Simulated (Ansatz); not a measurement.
# MgH (doublet): from Hartree-Fock to the top rungs at distance Mg1–H2 = 4.665 Å, cc-pVQZ

How much of the correlation energy of MgH (doublet) does each wave-function method recover here?

The runs use Ansatz 0.2.0, Gaussian basis; cc-pVQZ, core rule «outside noble gas», up to 5 orbitals frozen.

The runs, in order: UHF; CCSD(T) on ROHF; CCSD(T) on UHF; BCCD(T) on ROHF; CCSDT on ROHF; CCSDT on UHF; CASSCF and MRCISD+Q, 3 electrons in 5 orbitals; CASSCF and NEVPT2, 3 electrons in 5 orbitals; Full CI.

24 further runs of the same task are left out: 8 for a known fault of the program, 15 that didn't finish, 1 set aside as unsound or not needed. Runs told in other sessions of the task aren't counted.

## 1. The geometry

The geometry derives from a PBE0/def2-TZVP stationary point (not a proven minimum). One bond is set to the value named and the two fragments are kept rigid.

2 atoms, charge 0, spin multiplicity 2.

Atoms are counted from 1 here; the program's logs count them from 0.

No contacts short enough for the rule that draws bonds.

## 2. UHF

in.yaml

```yaml
crystal:
  periodic: [false, false, false]
  atoms:
    - {symbol: Mg, position_ang: [0.000000, 0.000000, 0.000000]}
    - {symbol: H, position_ang: [0.000000, 0.000000, 4.665000]}
basis:
  gaussian: {orbitals: cc-pVQZ}
magnetization: {spin_polarized: true, initial_magnetization: 1}
hamiltonian: {xc: hf}
output: {orbitals: {seedname: orbitals}}
```

Started as:

```bash
> ansatz run in.yaml --threads 1 --pin off --events-out ev --progress --plain --max-ram 2393MiB
```

Further steps of the session: CCSD(T) on ROHF; CCSD(T) on UHF; BCCD(T) on ROHF; CCSDT on ROHF; CCSDT on UHF; CASSCF and MRCISD+Q, 3 electrons in 5 orbitals; CASSCF and NEVPT2, 3 electrons in 5 orbitals; Full CI.

Before running them: what should the planned runs give, taken together? Wanted: FCI from the RHF energy; RMP2 from FCI; UMP2 from FCI; RCCSD from FCI; RCCSD(T) from FCI; UCCSD(T) from FCI; NEVPT2 valence from FCI; MRCISD+Q valence from FCI; T1 diagnostic.

As calculated:

```
                         quantity                                                                                                        value
          FCI from the ROHF energy                                                                                                   -0.9280 eV
                    RMP2 from FCI                                                                                                 +25.3 kJ/mol
                    UMP2 from FCI                                                                                                 +25.3 kJ/mol
                   RCCSD from FCI                                                                                                  +0.1 kJ/mol
                RCCSD(T) from FCI                                                                                                   0.0 kJ/mol
                UCCSD(T) from FCI                                                                                                   0.0 kJ/mol
          NEVPT2 valence from FCI                                                                                                  +2.5 kJ/mol
        MRCISD+Q valence from FCI                                                                                                  +0.4 kJ/mol
levels within 1 kcal/mol (43 meV)  RCCSD, UCCSD, RCCSD(T), UCCSD(T), BCCD(T), RCCSDT, UCCSDT, NEVPT2 valence, MRCISD valence, MRCISD+Q valence
                    T1 diagnostic                                                                                                        0.014
   effectively unpaired electrons                                                                                                         1.09
```

**Reading.** RCCSD(T) misses by 0.0 kJ/mol, 0.0 % of the correlation energy. One determinant dominates. Of the multireference levels listed MRCISD+Q valence comes nearest in total energy (+0.4 kJ/mol), which doesn't show that its space is the better one. These misses are within one basis, not against nature; the frozen cores of restricted and unrestricted runs differ, which can shift their rows.

Levels on UHF freeze UHF's core orbitals, full CI those of ROHF, so the U rows can settle a little off it for that reason alone.
